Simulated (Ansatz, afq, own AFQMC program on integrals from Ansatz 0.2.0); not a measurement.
SiC, triplet in 6-31G, levels against full CI

```yaml
atoms:
  - { symbol: Si, position_ang: [0.0000, 0.0000, 0.0000] }
  - { symbol: C, position_ang: [0.0000, 0.0000, 1.6358] }
```

Basis 6-31G. Only valence electrons are correlated. AFQMC by an in-house program on the Cholesky factors that Ansatz 0.2.0 writes for its CCSD(T) run. The CISD trial takes its coefficients from CCSD amplitudes. Released means that phaseless walkers are propagated on without the constraint, phases kept. Uncertainties: one standard error, sampling alone.

Determinant: UHF, the one that the program's search chose, which needn't be the lowest solution. The geometry is a PBE0/def2-TZVP stationary point of this or a neighbouring charge and spin state.

Full CI on the same integrals is exact in this basis and with this determinant's frozen core.

Cautions: strong correlation (T1 0.090, weight of the determinant 0.77, largest double 0.16); unrestricted determinant spin contaminated (⟨S²⟩ 2.45 against 2.00).

- T1 diagnostic: 0.0897
- weight of the determinant in the CISD state: 0.766
- ⟨S²⟩ of the determinant: 2.455
- size of the correlated space: 8 electrons in 16 orbitals

Reference: full CI, correlation energy -3.151 eV. The released energy is read at 2.40 1/Eh (meV from the phaseless value at times in 1/Eh: -6 ± 11 at 0.24, -6 ± 8 at 0.51, -16 ± 8 at 0.99, -32 ± 9 at 1.62, -25 ± 10 at 2.40). The cautions show a poor starting determinant, so the rows tell how each method copes with it here, and full CI is the sure value.

| level | E − E(reference) (meV) | share of correlation (%) |
| --- | --- | --- |
| HF | 3151.1 | 0.00 |
| MP2 | 1188.4 | 62.29 |
| CCSD | 171.8 | 94.55 |
| CCSD(T) | 66.0 | 97.91 |
| CCSDT | 26.9 | 99.15 |
| CCSDT(Q) | 9.3 | 99.71 |
| CCSDTQ | 2.7 | 99.91 |
| ph-AFQMC/CISD | 20.1 ± 9.1 | 99.36 |
| released AFQMC | -4.9 ± 10.4 | 100.15 |

CCSDT and higher add their correlation energy to the determinant of the CCSD(T) run, since their own runs factorise the integrals more tightly (a shift of under 2 meV). A walk keeps the symmetry of its determinant, which the program's search chose and which needn't be the lowest solution, so a lower state of the same spin and another symmetry isn't excluded. Released energies are given only where the last usable release times agree within the noise; a slower fall can still hide under it.
